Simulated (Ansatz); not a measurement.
# C₃H₇ radical: a ladder of functionals and wavefunction methods

An exercise on one series of results from a longer session: the logs are not shown, and one member is left open.

Method: functionals in def2-TZVPP, the program's frozen cores in correlated methods; program: Ansatz 0.2.0, Gaussian basis.

The runs, in order: LDA (SPW92), PBE-D4, revPBE-D4, BLYP-D4, r2SCAN-D4, B97M-V, PBE0-D4, B3LYP-D4, r2SCANh-D4, r2SCAN0-D4, HSE06-D4, BHLYP-D4, CAM-B3LYP-D4, LC-ωPBE, ωB97X-V, ωB97M-V, B2PLYP, PBE-QIDH; CCSD(T)/def2-SVP; CCSD(T)/def2-TZVPP; MP2/def2-QZVPP; extrapolation to the limit; RPA on PBE.

### Structure used throughout

All runs share one geometry, relaxed beforehand with PBE0-D4 in a triple-zeta def2 set.

10 atoms, charge 0, spin multiplicity 2.

Atoms are counted from 1 here; the program's logs count them from 0.

Bond lengths: C1–C2 1.481 Å, C1–H4 1.096 Å, C1–H5 1.092 Å, C1–H6 1.102 Å, C2–C3 1.481 Å, C2–H7 1.084 Å, C3–H8 1.096 Å, C3–H9 1.092 Å, C3–H10 1.102 Å. Angles: C2–C1–H4 111.4°, C2–C1–H5 112.2°, C2–C1–H6 111.9°, H4–C1–H5 108.1°, H4–C1–H6 105.9°, H5–C1–H6 107.0°, C1–C2–C3 120.7°, C1–C2–H7 119.0°, C3–C2–H7 119.0°, C2–C3–H8 111.4°, C2–C3–H9 112.2°, C2–C3–H10 111.9°, H8–C3–H9 108.1°, H8–C3–H10 105.9°, H9–C3–H10 107.0°.

Set-up of the first run:

in.yaml

```yaml
crystal:
  periodic: [false, false, false]
  atoms:
    - {symbol: C, position_ang: [-0.670770, 0.774675, -0.789143]}
    - {symbol: C, position_ang: [0.422050, -0.149973, -0.409852]}
    - {symbol: C, position_ang: [0.462493, -0.759458, 0.939217]}
    - {symbol: H, position_ang: [-1.652412, 0.364715, -0.523662]}
    - {symbol: H, position_ang: [-0.672346, 0.993625, -1.858605]}
    - {symbol: H, position_ang: [-0.593417, 1.739640, -0.262534]}
    - {symbol: H, position_ang: [1.301357, -0.211445, -1.040967]}
    - {symbol: H, position_ang: [-0.510701, -1.180868, 1.217562]}
    - {symbol: H, position_ang: [1.208827, -1.552939, 1.010386]}
    - {symbol: H, position_ang: [0.704909, -0.017972, 1.717607]}
basis:
  gaussian: {orbitals: def2-TZVPP}
magnetization: {spin_polarized: true, initial_magnetization: 1}
hamiltonian: {xc: lda}
output: {orbitals: {seedname: orbitals}}
```

Among the steps run: LDA; PBE-D4 (GGA); revPBE-D4 (GGA); BLYP-D4 (GGA); r2SCAN-D4 (meta-GGA); B97M-V (meta-GGA); PBE0-D4 (hybrid); B3LYP-D4 (hybrid); r2SCANh-D4 (hybrid); r2SCAN0-D4 (hybrid); HSE06-D4 (hybrid); BHLYP-D4 (hybrid); CAM-B3LYP-D4 (range-separated); LC-ωPBE-D4 (range-separated; the results give it without D4); ωB97X-V (range-separated); ωB97M-V (range-separated); B2PLYP (double hybrid); PBE-QIDH (double hybrid).

One of the session's tables, all rows but one given; the rest of the session is left out.

It belongs to the step «Orbital energies across the functionals». 

| functional | HOMO (eV) | gap (eV) |
| --- | --- | --- |
| LDA (SPW92) | -3.94 | 1.41 |
| PBE-D4 | -4.02 | 2.01 |
| revPBE-D4 | -4.01 | 2.13 |
| BLYP-D4 | -3.87 | 1.83 |
| r2SCAN-D4 | -4.45 | 3.16 |
| B97M-V | -4.25 | 2.58 |
| PBE0-D4 | -5.36 | 4.60 |
| B3LYP-D4 | -5.07 | 3.84 |
| r2SCANh-D4 | ? | ? |
| r2SCAN0-D4 | -5.69 | 5.42 |
| HSE06-D4 | -4.96 | 3.80 |
| BHLYP-D4 | -6.55 | 6.90 |
| CAM-B3LYP-D4 | -6.68 | 6.92 |
| LC-ωPBE | -8.15 | 9.91 |
| ωB97X-V | -7.59 | 8.82 |
| ωB97M-V | -7.39 | 8.46 |

Estimate the missing values for r2SCANh-D4.

Worked estimate for «HOMO (eV)». Against the share of exact exchange, r2SCAN-D4 (0, -4.45), r2SCAN0-D4 (0.25, -5.69) give a slope of -4.96 per unit share; at 0.1 the line stands at -4.95.

The run gave: HOMO (eV): -4.94; gap (eV): 4.07. In «HOMO (eV)» the line misses by -0.01.
